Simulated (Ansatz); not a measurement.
**Computed against measured: atomisation enthalpy at 298 K**

8 molecules with open shells; the atomisation enthalpy at 298 K in kJ/mol, computed less measured. Shapes, held fixed at every level: PBE0-D4/def2-TZVP. Flexible molecules stand in one conformer, not always the lowest. Thermal terms are harmonic and unscaled (PBE0-D4/def2-TZVP); the spin-orbit lowering of the free atoms is taken from their spectra. Programs: Ansatz 0.2.0. Measured values: Active Thermochemical Tables.

Levels: A = HF/def2-SVP; B = PBE-D4/def2-TZVPP; C = PBE0-D4/def2-TZVPP.

```csv
molecule,from tabulated heats,A,B,C
N2H (dinitrogen monohydride),913,-505,+94,+15
C2HO (ethynyloxy radical),1723,-569,+127,+36
CH2N (SMILES C=[N]),1387,-446,+68,+15
CH3O (hydroxymethyl radical),1636,-495,+50,+5
N2H3 (SMILES [NH]N),1374,-619,+86,+19
C2H3O (acetyl radical),2347,-669,+95,+21
C3H3 (propargyl radical),2453,-612,+99,+37
C2H5O (ethoxy radical),2784,-722,+83,+26
```

(1) Which level does best on this set, which worst, and which err to one side?

Results:

(1) 
```csv
level,kind,mean error,mean absolute error,worst case
HF/def2-SVP,Hartree–Fock,-579.6,579.6,C2H5O
PBE-D4/def2-TZVPP,GGA,+87.8,87.8,C2HO
PBE0-D4/def2-TZVPP,global hybrid,+21.8,21.8,C3H3
```

On this set PBE0-D4/def2-TZVPP has the smallest mean absolute error and HF/def2-SVP the largest. HF/def2-SVP is too low in 8 of 8; PBE-D4/def2-TZVPP is too high in 8 of 8; PBE0-D4/def2-TZVPP is too high in 8 of 8. Heats of the atoms come from ATcT where it has them. The levels differ in basis as well as in method. Hartree–Fock lacks correlation and underbinds. Spin contamination: N2H (⟨S²⟩ up to 0.85), C2HO (⟨S²⟩ up to 0.81), CH2N (⟨S²⟩ up to 0.93), C3H3 (⟨S²⟩ up to 0.96). Open shells run unrestricted. The set is small.
